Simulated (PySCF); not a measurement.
**C3H8N radical: fields and orbitals**

Aim: take C3H8N radical and see where an electron leaves and enters, measure its response to a uniform field and analyse its density (charges, bond critical points, surface potential).

The runs use PySCF 2.14.0; levels as typed in each script, gas phase, geometry from GFN2-xTB.

### 1 Where the work starts

SMILES `CCC[NH]`, 12 atoms, charge 0, spin multiplicity 2.

Bond lengths: C1–C2 1.523 Å, C1–H5 1.089 Å, C1–H6 1.088 Å, C1–H7 1.087 Å, C2–C3 1.527 Å, C2–H8 1.091 Å, C2–H9 1.091 Å, C3–N4 1.393 Å, C3–H10 1.109 Å, C3–H11 1.111 Å, N4–H12 1.018 Å. Angles: C2–C1–H5 110.8°, C2–C1–H6 110.8°, C2–C1–H7 110.4°, H5–C1–H6 108.3°, H5–C1–H7 108.2°, H6–C1–H7 108.2°, C1–C2–C3 111.9°, C1–C2–H8 110.2°, C1–C2–H9 110.2°, C3–C2–H8 108.4°, C3–C2–H9 108.5°, H8–C2–H9 107.5°, C2–C3–N4 111.9°, C2–C3–H10 109.7°, C2–C3–H11 109.6°, N4–C3–H10 111.1°, N4–C3–H11 110.9°, H10–C3–H11 103.2° and more.

Coordinates:

| atom | x (Å) | y (Å) | z (Å) |
| --- | --- | --- | --- |
| C1 | 1.8338 | 0.1768 | -0.0004 |
| C2 | 0.4945 | -0.5481 | 0.0005 |
| C3 | -0.6814 | 0.4259 | 0.0006 |
| N4 | -1.9059 | -0.2378 | -0.0009 |
| H5 | 1.9318 | 0.8075 | 0.8819 |
| H6 | 1.9321 | 0.8054 | -0.8832 |
| H7 | 2.6521 | -0.5390 | 0.0006 |
| H8 | 0.4130 | -1.1870 | 0.8810 |
| H9 | 0.4133 | -1.1890 | -0.8781 |
| H10 | -0.5994 | 1.1112 | 0.8689 |
| H11 | -0.5991 | 1.1091 | -0.8718 |
| H12 | -2.6841 | 0.4190 | 0.0033 |

### 2 Removing and adding an electron (PBE0/6-311+g**)

Input file input.py:

```python
import numpy as np
from pyscf import gto, scf, dft
from pyscf.scf import atom_ks, atom_hf
from scipy.linalg import block_diag

def solve(mol, dm0=None, hcore=None):
    mf = (dft.UKS if mol.spin else dft.RKS)(mol, xc='pbe0')
    mf.grids.level = 3
    mf = mf.density_fit(auxbasis='def2-universal-jkfit')
    mf.conv_tol, mf.max_cycle = 1e-8, 80
    if hcore is not None:
        mf.get_hcore = lambda *args: hcore
    mf.kernel(dm0)
    if not mf.converged:
        mf = mf.newton().run(mf.mo_coeff, mf.mo_occ, max_cycle=30)
    assert mf.converged, 'SCF not converged'
    return mf

mol = gto.M(atom='''
C      1.83385     0.17677    -0.00037
C      0.49446    -0.54809     0.00046
C     -0.68141     0.42585     0.00059
N     -1.90587    -0.23778    -0.00095
H      1.93176     0.80750     0.88188
H      1.93207     0.80543    -0.88317
H      2.65208    -0.53895     0.00059
H      0.41304    -1.18696     0.88101
H      0.41335    -1.18903    -0.87814
H     -0.59939     1.11118     0.86888
H     -0.59909     1.10913    -0.87177
H     -2.68410     0.41898     0.00327
''', basis='6-311+g**', charge=0, spin=1, verbose=4)
mf = solve(mol)
out = dict(e0=mf.e_tot, dm0=mf.make_rdm1(), c=mf.mo_coeff, occ=mf.mo_occ, eps=mf.mo_energy)
for name, dq, spin in [('cation', 1, 0), ('anion', -1, 0)]:
    ion = mol.copy().set(charge=mol.charge + dq, spin=spin).build()
    mi = solve(ion)
    if spin and dq > 0 and mol.nao < 130:
        c, _, stable, _ = mi.stability(return_status=True)
        if not stable:
            mi = solve(ion, mi.make_rdm1(c, mi.mo_occ))
    print(name, 'vertical energy change / eV', (mi.e_tot - mf.e_tot) * 27.211386)
    out.update({'e_' + name: mi.e_tot, 'dm_' + name: mi.make_rdm1(), 's2_' + name: mi.spin_square()[0], 'eps_' + name: mi.mo_energy, 'occ_' + name: mi.mo_occ})
# spherically averaged free atoms, for the promolecule
atm = atom_ks.get_atm_nrks(mol, xc='pbe0')
pro = block_diag(*[(atm[a[0]][2] * atm[a[0]][3]) @ atm[a[0]][2].T for a in mol._atom])
np.savez('result.npz', pro=pro, **out)
```

On the command line:

```console
OMP_NUM_THREADS=1 python input.py
```

### 4 Response to an electric field (LDA (SVWN)/6-31+g*)

Input file input.py:

```python
import numpy as np
from pyscf import gto, scf, dft
from pyscf.scf import atom_ks, atom_hf
from scipy.linalg import block_diag

def solve(mol, dm0=None, hcore=None):
    mf = (dft.UKS if mol.spin else dft.RKS)(mol, xc='svwn')
    mf.grids.level = 3
    mf = mf.density_fit(auxbasis='def2-universal-jkfit')
    mf.conv_tol, mf.max_cycle = 1e-8, 80
    if hcore is not None:
        mf.get_hcore = lambda *args: hcore
    mf.kernel(dm0)
    if not mf.converged:
        mf = mf.newton().run(mf.mo_coeff, mf.mo_occ, max_cycle=30)
    assert mf.converged, 'SCF not converged'
    return mf

mol = gto.M(atom='''
C      1.83385     0.17677    -0.00037
C      0.49446    -0.54809     0.00046
C     -0.68141     0.42585     0.00059
N     -1.90587    -0.23778    -0.00095
H      1.93176     0.80750     0.88188
H      1.93207     0.80543    -0.88317
H      2.65208    -0.53895     0.00059
H      0.41304    -1.18696     0.88101
H      0.41335    -1.18903    -0.87814
H     -0.59939     1.11118     0.86888
H     -0.59909     1.10913    -0.87177
H     -2.68410     0.41898     0.00327
''', basis='6-31+g*', charge=0, spin=1, verbose=4)
field = np.array([0.01, 0.0, 0.0])  # atomic units
mol.set_common_orig(mol.atom_charges() @ mol.atom_coords() / mol.atom_charges().sum())
mf = solve(mol)
out = dict(dm0=mf.make_rdm1(), d0=mf.dip_moment(unit='AU'), e0=mf.e_tot)
for name, sign in (('p', 1), ('m', -1)):
    h = mf.get_hcore() + sign * np.einsum('x,xij->ij', field, mol.intor('int1e_r'))
    mi = solve(mol, mf.make_rdm1(), h)
    out.update({'dm' + name: mi.make_rdm1(), 'd' + name: mi.dip_moment(unit='AU'), 'e' + name: mi.e_tot})
# spherically averaged free atoms, for the promolecule
atm = atom_ks.get_atm_nrks(mol, xc='svwn')
pro = block_diag(*[(atm[a[0]][2] * atm[a[0]][3]) @ atm[a[0]][2].T for a in mol._atom])
np.savez('result.npz', pro=pro, **out)
```

### 6 Density, bond paths and surface potential (HF/def2-svp)

Input file input.py:

```python
import numpy as np
from pyscf import gto, scf, dft
from pyscf.scf import atom_ks, atom_hf
from scipy.linalg import block_diag

def solve(mol, dm0=None, hcore=None):
    mf = scf.UHF(mol) if mol.spin else scf.RHF(mol)
    mf = mf.density_fit(auxbasis='def2-universal-jkfit')
    mf.conv_tol, mf.max_cycle = 1e-8, 80
    if hcore is not None:
        mf.get_hcore = lambda *args: hcore
    mf.kernel(dm0)
    if not mf.converged:
        mf = mf.newton().run(mf.mo_coeff, mf.mo_occ, max_cycle=30)
    assert mf.converged, 'SCF not converged'
    return mf

mol = gto.M(atom='''
C      1.83385     0.17677    -0.00037
C      0.49446    -0.54809     0.00046
C     -0.68141     0.42585     0.00059
N     -1.90587    -0.23778    -0.00095
H      1.93176     0.80750     0.88188
H      1.93207     0.80543    -0.88317
H      2.65208    -0.53895     0.00059
H      0.41304    -1.18696     0.88101
H      0.41335    -1.18903    -0.87814
H     -0.59939     1.11118     0.86888
H     -0.59909     1.10913    -0.87177
H     -2.68410     0.41898     0.00327
''', basis='def2-svp', charge=0, spin=1, verbose=4)
mf = solve(mol)
mf.analyze()
# spherically averaged free atoms, for the promolecule
atm = scf.atom_hf.get_atm_nrhf(mol)
pro = block_diag(*[(atm[a[0]][2] * atm[a[0]][3]) @ atm[a[0]][2].T for a in mol._atom])
np.savez('result.npz', e=mf.e_tot, c=mf.mo_coeff, occ=mf.mo_occ, eps=mf.mo_energy, pro=pro, dip=mf.dip_moment(verbose=0), s2=mf.spin_square()[0])
```

(Steps that only read results are left out.)

Q: Predict the outcome of this session. Wanted: vertical ionisation energy; vertical electron affinity; polarisability along the field; dipole moment; HOMO, LUMO.

**Answer**, as computed:

```
                                           quantity            value
        vertical ionisation energy (PBE0/6-311+g**)         10.14 eV
        vertical electron affinity (PBE0/6-311+g**)          0.22 eV
polarisability along the field (LDA (SVWN)/6-31+g*)       55.4 bohr³
                        dipole moment (HF/def2-svp)           1.74 D
                           HOMO, LUMO (HF/def2-svp)  -10.96, 3.90 eV
```

What this shows: The ionisation energy from two SCF runs, 10.14 eV, lies 2.7 eV above −ε(HOMO) = 7.46 eV of the same level, PBE0/6-311+g**, since self-interaction lifts this functional's HOMO. At HF/def2-svp: The highest Hirshfeld charge is on H12 (+0.12 e), the lowest on N4 (−0.18 e). The geometry was not optimised at these levels.
